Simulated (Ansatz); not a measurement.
System: triplet methylene, CH2 (charge 0, triplet). 
Structure (B3LYP-D3(BJ)/def2-TZVP (Ansatz, an electronic-structure program) minimum search):
```xyz
3

C      0.0094     0.0032     0.1026
H     -0.0192     0.9863    -0.3393
H     -0.0373    -1.0052    -0.2764
```
Charge 0, spin multiplicity 3.

Basis-set convergence of Hartree-Fock and CCSD(T) correlation energies (hartree) with Ansatz. Valence correlation only, unless marked. Open shells are spin-unrestricted. No spin-orbit coupling. Non-relativistic.

```
basis    functions      E(HF)  E(corr, CCSD(T))
-------  ---------  ---------  ----------------
cc-pVDZ         24  -38.92665          -0.11469
cc-pVTZ         58  -38.93759          -0.14023
cc-pVQZ        115  -38.94007          -0.14724
cc-pV5Z        201  -38.94069          -0.14936
```

Extrapolating the two largest sets (X = 4 and 5) as X^-3: E(corr) = (125·(-0.14936) - 64·(-0.14724))/61 = -0.1516 Eh, an estimate of the basis-set limit. The largest set recovers 98.5 % of it, the smallest 75.7 %.
